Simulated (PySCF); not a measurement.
# C4H7: the cost of one run

Computed with PySCF 2.14.0 and routines of our own; the level stands in each step. Atoms count from 0.

## 1. The starting structure

11 atoms, charge 0, multiplicity 2; geometry from: GFN2-xTB.

## 2. Open-shell or spin-flip excitations: unrestricted TDA wB97X-D/def2-SVPD

What the job is given:

```
{"job": {"kind": "uabs", "xc": "wB97X-D", "basis": "def2-SVPD", "nstates": 10, "tda": true}, "charge": 0, "multiplicity": 2}
C      1.548737    -0.280206     0.124491
C      0.207993    -0.011001     0.544783
C     -0.710620     0.874392    -0.294772
C     -0.981490    -0.584317    -0.224319
H      1.785495    -0.372523    -0.917816
H      2.337367    -0.397075     0.839923
H      0.071685     0.065534     1.616810
H     -1.362584     1.552057     0.234295
H     -0.306541     1.274127    -1.211799
H     -1.822766    -0.932497     0.355094
H     -0.761850    -1.185820    -1.092654
```

Method: unrestricted TDA wB97X-D/def2-SVPD, vertical, gas phase, core orbitals frozen in the response.

On the command line:

```sh
OMP_NUM_THREADS=1 python excited_run.py task.json out
```

This one command runs all jobs of the session in turn.

**Question.** How long does this first job take on 1 thread of Arm Neoverse V1, shared host, and how much memory does it need?

About 19 s, with a peak of 0.54 GiB.
